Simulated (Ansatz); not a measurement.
The same path of C$_{2}$H$_{2}$Cl$_{3}$F (8 atoms, charge 0, multiplicity 1) was run twice with different band settings. Lost on the way: Cl1–C2, C5–H8. Made: Cl1–H8.

Theory: RKS BLYP-D4/def2-SVP in Ansatz.

Relaxed end points:

```xyz
8
Properties=species:S:1:pos:R:3
Cl -1.923 0.808 0.487
C -0.252 0.616 -0.204
Cl -0.323 0.668 -2.009
Cl 0.821 1.937 0.404
C 0.273 -0.754 0.267
F 1.544 -0.983 -0.214
H -0.421 -1.536 -0.108
H 0.281 -0.757 1.377
```

```xyz
8
Properties=species:S:1:pos:R:3
Cl -1.821 0.101 2.033
C 0.376 0.411 -0.826
Cl -0.386 0.915 -2.307
Cl 0.989 1.670 0.231
C 0.466 -0.890 -0.481
F 1.039 -1.279 0.669
H 0.067 -1.705 -1.102
H -0.731 0.776 1.783
```

Common settings: movable images 5; climbing image yes; spring 5.0 eV/Å²; optimiser quadratic models (default); start path through a guess of the saddle point; iteration limit 60; end points relaxed.

| run | force threshold |
| --- | --- |
| 1 | 0.05 eV/Å |
| 2 | 0.5 eV/Å |

(1) What does each run give, and how far can it be trusted?

## Answers

(1) Run 1: converged after 16 iterations, highest image 2.076 eV above the first end. The profile has 2 maxima (images 1, 3) with wells between them (image 2): this band takes more than one step, which may be the mechanism or a detour left from its start path. Neighbouring images differ by up to 2.0 eV, so the band resolves the path poorly. A vibrational analysis at the climbing image gives one clearly imaginary mode, 905i cm⁻¹: a first-order saddle point.
Run 2: converged after 12 iterations, highest image 2.113 eV above the first end. The threshold of 0.5 eV/Å is loose, so the images may lie well off the minimum-energy path. The profile has 2 maxima (images 1, 3) with wells between them (image 2): this band takes more than one step, which may be the mechanism or a detour left from its start path. Neighbouring images differ by up to 2.1 eV, so the band resolves the path poorly. The order of the stationary point at the top wasn't checked.
The orbitals stay closed-shell, which can raise the energy where a bond breaks towards radicals; this wasn't checked here.
